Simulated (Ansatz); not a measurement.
Consider the atomization: `CC(=N)O` → 2 C• + 5 H• + N• + O•.

Program: Ansatz. Geometries: PBE0-D4/def2-TZVP. ΔE: electronic, gas phase. CBS: MP2 limit from def2 TZ/QZ plus the TZ coupled-cluster correction, frozen cores. This one scheme is used for every species, atoms too. Functionals use def2-TZVPP. No spin–orbit coupling; open shells (•) take unrestricted orbitals. Spin–orbit coupling would lower the free atoms: a little for C, O. One conformer a species, not always the lowest.

CCSD(T)/CBS gives +856.8 kcal/mol.

Task: Another level gave +849.5 kcal/mol. Which?
A. B2PLYP/def2-TZVPP
B. ωB97M-V/def2-TZVPP
C. MP2/def2-TZVPP
D. BHLYP/def2-TZVPP

Result: C. MP2/def2-TZVPP 849.5, ωB97M-V 861.5, BHLYP 822.0, B2PLYP 850.7 kcal/mol.

Task: What do rigid-rotor, harmonic-oscillator terms from PBE0-D4/def2-TZVP frequencies (298.15 K, 1 bar) make of the CCSD(T)/CBS value? (Best estimate.)

Result: Ansatz gave: ΔZPE = -46.8 kcal/mol, ΔH = +819.8 kcal/mol, ΔS = 920 J/(mol·K), ΔG = +754.3 kcal/mol. Open shells count their whole term as degenerate.

Largest T1 diagnostic among the species: 0.013.

From r2SCAN to r2SCAN0 (25 % exact exchange), in def2-TZVPP and without D4, ΔE moves by −18.2 kcal/mol: exact exchange takes away binding that semilocal exchange gives to molecules. In def2-TZVPP, CCSD(T) changes the Hartree–Fock value by +238.4 kcal/mol (the triples alone add +15.0 kcal/mol) and MP2 by +255.3 kcal/mol; breaking electron pairs costs correlation energy, which Hartree–Fock lacks.

For atomizations the MP2-based limit and the directly extrapolated one differ by several kJ/mol either way, and by 10 to 25 for some Ge, Se and Sn compounds, so smaller differences from it don't rank the levels.
